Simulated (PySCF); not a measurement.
**HAlB, doublet: vertical spin and charge gaps**

Geometry (PBE0/def2-TZVP stationary point for this spin, not checked as a minimum):

| atom | x (Å) | y (Å) | z (Å) |
| --- | --- | --- | --- |
| B | 0.0000 | -0.1388 | 1.5159 |
| Al | 0.0000 | 0.0968 | -0.5473 |
| H | 0.0000 | -1.1027 | -1.6081 |

Basis 6-31G; PySCF 2.14.0. Only valence electrons are correlated (noble-gas cores frozen). R marks a restricted (for open shells ROHF) determinant.

Gaps are energies of the second state less the first, at fixed atoms, for a selection of the levels run; mean-field and cluster levels share one orbital occupation for each state, and full CI takes the lowest of the symmetries tried.

The determinant for coupled cluster was chosen by trial CCSD, here up to 0.29 eV above the lowest Hartree–Fock solution of its kind, and MP2 stands on that determinant too.

Removing an electron, to the singlet: 7.109 eV at full CI (doublet A'', singlet ion A', in Cs).

Large singles or doubles amplitudes warn of static correlation in the HAlB doublet and the HAlB⁺ singlet.

```json
{"level": "RMP2", "gap (eV)": "7.080", "error (meV)": "-29"}
{"level": "RCCSD", "gap (eV)": "7.012", "error (meV)": "-97"}
{"level": "RCCSD(T)", "gap (eV)": "7.085", "error (meV)": "-24"}
{"level": "RCCSDT", "gap (eV)": "7.105", "error (meV)": "-4"}
```

Quartet less doublet: 0.048 eV at full CI (doublet A'', quartet A'', in Cs).

Large singles or doubles amplitudes warn of static correlation in the HAlB doublet and the HAlB quartet.

```json
{"level": "RMP2", "gap (eV)": "-0.364", "error (meV)": "-412"}
{"level": "RCCSD", "gap (eV)": "-0.055", "error (meV)": "-103"}
{"level": "RCCSD(T)", "gap (eV)": "0.030", "error (meV)": "-18"}
{"level": "RCCSDT", "gap (eV)": "0.037", "error (meV)": "-11"}
```

Wrong sign: RMP2, RCCSD.

Removing an electron, to the triplet: 7.430 eV at full CI (doublet A'', triplet ion A', in Cs).

Large singles or doubles amplitudes warn of static correlation in the HAlB doublet.

| level | gap (eV) | error (meV) |
| --- | --- | --- |
| RMP2 | 6.914 | -516 |
| RCCSD | 7.301 | -129 |
| RCCSD(T) | 7.401 | -29 |
| RCCSDT | 7.415 | -15 |

Full CI is exact within this basis and frozen core; it isn't the basis-set limit.
